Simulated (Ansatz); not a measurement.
`CC(F)(F)CF` + H₂O → `CC(O)(F)F` + fluoromethane at 700 K and 1 bar (formal hydrolysis of a C–C bond).

Program: Ansatz. Geometries: PBE0-D4/def2-TZVP. ΔE: electronic, gas phase. CCSD(T)/CBS is the MP2 limit (def2-TZVPP, def2-QZVPP) plus CCSD(T) − MP2 in def2-TZVPP, frozen cores. This one scheme is used for every species. Each species was taken in one conformer, which may not be the lowest.

```tsv
species	CCSD(T)/CBS energy (Eh)	H − E (kJ/mol)	S (J/(mol·K))
`CC(F)(F)CF`	-416.54394	287.3	441.8
H₂O	-76.37941	80.5	218.4
`CC(O)(F)F`	-353.28821	232.7	396.7
`CF`	-139.63461	133.6	263.9
```

H − E and S are ideal-gas, rigid-rotor, harmonic terms from PBE0-D4/def2-TZVP, for one conformer and one mirror image of each species. 1 Eh = 2625.50 kJ/mol, R = 8.31446 J/(mol·K).

**Question.** By hand: ΔE, ΔH, ΔS and ΔG.

**Answer.** ΔE = (-353.28821) + (-139.63461) − (-416.54394) − (-76.37941) = 0.00053 Eh = 1.4 kJ/mol. Δ(H − E) = 232.7 + 133.6 − 287.3 − 80.5 = -1.5, so ΔH = -0.1 kJ/mol. ΔS = 396.7 + 263.9 − 441.8 − 218.4 = 0.4 J/(mol·K). ΔG = -0.1 − 700 × (0.4)/1000 = -0.4 kJ/mol.

**Question.** By hand: the equilibrium constant, and the temperature at which ΔG would vanish if ΔH and ΔS stayed fixed.

**Answer.** log₁₀ K = −ΔG/(RT ln 10) = 0.0. ΔH and −TΔS have one sign here, so there is no such temperature.

TΔS isn't small against ΔH here. The sign of ΔG lies within the doubt. A doubt of 5 kJ/mol in ΔE shifts log₁₀ K by 0.4 here. Other conformers and mirror images would add mixing entropy, several J/(mol·K) or more a flexible species. These are equilibria of isolated gas molecules and say nothing of rates. Largest T1 diagnostic: 0.011 (customary marks: 0.02 for closed shells, 0.045 for open ones).

ΔS is within the doubt of such terms, so its sign, and with it that verdict, could turn.
